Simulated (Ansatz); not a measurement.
Results of r²SCAN-D4 (Ansatz, a quantum-chemistry and plane-wave program, plane waves, PAW) for antiferromagnetic (type II) rock-salt NiO.

Settings: plane-wave cutoff 560 eV, 14×14×14 k mesh, Fermi–Dirac smearing 0.01 eV, spin-polarised with opposed moments, scalar-relativistic PAW data made under PBE.

Computed at the level's own relaxed cell.

Problem. What does this level give for the magnetic moment (largest site, within a sphere), smallest direct gap on the k points sampled, equilibrium lattice constant a (pseudo-cubic) and Γ–Γ gap?

Solution. 
* **magnetic moment (largest site, within a sphere)**: 1.57 μB
* **smallest direct gap on the k points sampled**: 2.60 eV
* **equilibrium lattice constant a (pseudo-cubic)**: 4.153 Å
* **Γ–Γ gap**: 3.59 eV

Measured, for comparison: lattice constant a 4.170 Å (5 K, zero-point motion not removed, pseudo-cubic cell; as tabulated in Yang et al. (2022), arXiv:2205.02972). Computed (rounded) less measured: lattice constant a -0.4 %.

Note: without U or exact exchange, gaps and moments of open d shells tend to come out too small.

Moments are spin moments.

The computed numbers hold no vibrational or temperature effects.
